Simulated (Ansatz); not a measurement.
# A-type hexagonal La2O3

The numbers are results of PBE-D3(BJ) (Ansatz, a program for electronic structure, plane waves, PAW), not measurements.

Run with plane-wave cutoff 520 eV, 12×12×6 k mesh (along the axes of the cell as run), Fermi–Dirac smearing 0.01 eV, scalar-relativistic PAW data made under PBE.

Cell (relaxed at this level):

```cif
data_La2O3
_chemical_formula_sum 'La2 O3'
_space_group_name_H-M_alt 'P 1'
_space_group_IT_number 1
_cell_length_a 3.92267
_cell_length_b 3.92267
_cell_length_c 6.09949
_cell_angle_alpha 90.000
_cell_angle_beta 90.000
_cell_angle_gamma 120.000
loop_
_space_group_symop_operation_xyz
  'x, y, z'
loop_
_atom_site_label
_atom_site_type_symbol
_atom_site_fract_x
_atom_site_fract_y
_atom_site_fract_z
_atom_site_occupancy
La1 La 0.33333 0.66667 0.24571 1
La2 La 0.66667 0.33333 0.75429 1
O1 O 0.00000 0.00000 0.00000 1
O2 O 0.33333 0.66667 0.64621 1
O3 O 0.66667 0.33333 0.35379 1
```

- bulk modulus: 113 GPa
- band gap: 3.85 eV
- smallest direct gap on the k points sampled: 3.97 eV
- direct gap at Γ: 4.43 eV
- pressure derivative B′ of the bulk modulus: 3.6

Measured, for comparison: bulk modulus 113 GPa (300 K, no zero-point or thermal correction; as tabulated in Santana et al. (2016), arXiv:1608.06321). Computed (rounded) less measured: bulk modulus 0.0 %.

Note: the bulk modulus comes from volumes at which shape and atoms were relaxed.

Spin–orbit coupling is not included.

Static lattice: no zero-point or thermal effects.
